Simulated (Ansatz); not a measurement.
C$_{3}$H$_{6}$FN (`NC1(F)CC1`), relaxed with RKS PBE-D4/def2-SVP in Ansatz from a rough embedded geometry. The force threshold is 0.03 eV/Å; the program also tests the step.

Charge 0, multiplicity 1.

Start:

```xyz
11

N    -0.306    0.073    1.493
C     0.170    0.354    0.220
F     0.874    1.525    0.137
C     0.568   -0.712   -0.715
C    -0.665   -0.037   -0.977
H    -0.893    0.822    1.890
H     0.481    0.061    2.171
H     0.529   -1.748   -0.331
H     1.485   -0.494   -1.302
H    -0.674    0.696   -1.795
H    -1.570   -0.540   -0.791
```

| step | energy (eV) | largest force (eV/Å) | largest move (Å) |
| --- | --- | --- | --- |
| 1 | -7400.6381 | 3.427 | 0.000 |
| 2 | -7400.8621 | 1.509 | 0.045 |
| 3 | -7400.9135 | 0.199 | 0.034 |
| 4 | -7400.9185 | 0.058 | 0.023 |
| 5 | -7400.9190 | 0.027 | 0.007 |

End:

```xyz
11

N    -0.296    0.076    1.520
C     0.159    0.366    0.221
F     0.872    1.566    0.087
C     0.627   -0.737   -0.678
C    -0.678    0.005   -0.968
H    -0.925    0.813    1.863
H     0.491    0.001    2.177
H     0.565   -1.769   -0.300
H     1.489   -0.515   -1.326
H    -0.675    0.716   -1.808
H    -1.627   -0.522   -0.788
```

It took 6.5 s on 4 threads of an Arm Neoverse V1 on a shared host, with 0.2 GiB of host memory at the peak.
